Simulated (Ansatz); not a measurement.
**[H···H···NH], triplet in cc-pVTZ: errors against UCCSDT(Q)**

Geometry: a point of a hydrogen-transfer path between rigid fragments, not a stationary point.

```yaml
atoms:
  - { symbol: H, position_ang: [-1.8509, 0.0594, 0.0000] }
  - { symbol: H, position_ang: [-0.9379, 0.0594, 0.0000] }
  - { symbol: N, position_ang: [0.1691, 0.0594, 0.0000] }
  - { symbol: H, position_ang: [0.4382, -0.9448, 0.0000] }
```

Basis cc-pVTZ; Ansatz 0.2.0. Only valence electrons are correlated (noble-gas cores frozen), which leaves 8 electrons in 71 orbitals. R marks a restricted (for open shells ROHF) determinant, U an unrestricted one. Active spaces: pair = (4e, 4o) about the gap; valence = (8e, 7o) chosen from the atoms' valence shells.

Full CI isn't at hand for all of this; UCCSDT(Q) serves as the reference, and is uncertain by about the last step of the cluster series. The frozen core follows each run's orbitals, which can shift R against U totals by a few meV.

* UHF ⟨S²⟩: 2.039
* T1 diagnostic (RCCSD): 0.0266
* largest doubles amplitude (RCCSD): 0.038
* T1 diagnostic (UCCSD): 0.0159

| level | E − E(UCCSDT(Q)) (kcal/mol) | share of correlation (%) | wall time |
| --- | --- | --- | --- |
| RHF | 149.11 | 0.00 | – |
| UHF | 139.63 | 6.35 | – |
| RMP2 | 16.75 | 88.77 | – |
| UMP2 | 18.80 | 87.39 | – |
| RCCSD | 4.86 | 96.74 | – |
| UCCSD | 4.58 | 96.93 | – |
| RCCSD(T) | 0.52 | 99.65 | 8.5 s |
| UCCSD(T) | 0.52 | 99.65 | 9.5 s |
| BCCD(T) | 0.54 | 99.64 | 3.3 s |
| RCCSDT | 0.21 | 99.86 | – |
| UCCSDT | 0.16 | 99.89 | – |
| RCCSDT(Q) | 0.04 | 99.97 | 6 s (H100) |
| CASSCF (pair space) | 131.35 | 11.91 | – |
| NEVPT2 (pair space) | 17.36 | 88.36 | 1.8 s (H100) |
| MRCISD (pair space) | 9.20 | 93.83 | – |
| MRCISD+Q (pair space) | 1.58 | 98.94 | 2.3 s (H100) |
| CASSCF (valence space) | 111.73 | 25.07 | – |
| NEVPT2 (valence space) | 19.49 | 86.93 | 1.5 s |
| MRCISD (valence space) | 6.43 | 95.69 | – |
| MRCISD+Q (valence space) | 1.05 | 99.30 | 2.5 s (H100) |
| MRCISD+Q(relaxed) (valence space) | 0.28 | 99.81 | 2.9 s (H100) |

The correlation energy at UCCSDT(Q), counted from RHF, is -6.466 eV. That run took 5.5 s on 2 threads of AMD EPYC 7R13 with a shared H100 80 GB, shared host.

Times hold each run's SCF and search for its determinant on a shared host, so for small cases they say little of a method's own cost; rows without a card ran on 1 thread of AMD EPYC 7R13.

Natural occupations of CASSCF (valence space) about the gap: 1.996 1.974 1.972 1.001 1.000 0.029 0.028; effectively unpaired electrons, Σ n²(2−n)², 2.01.
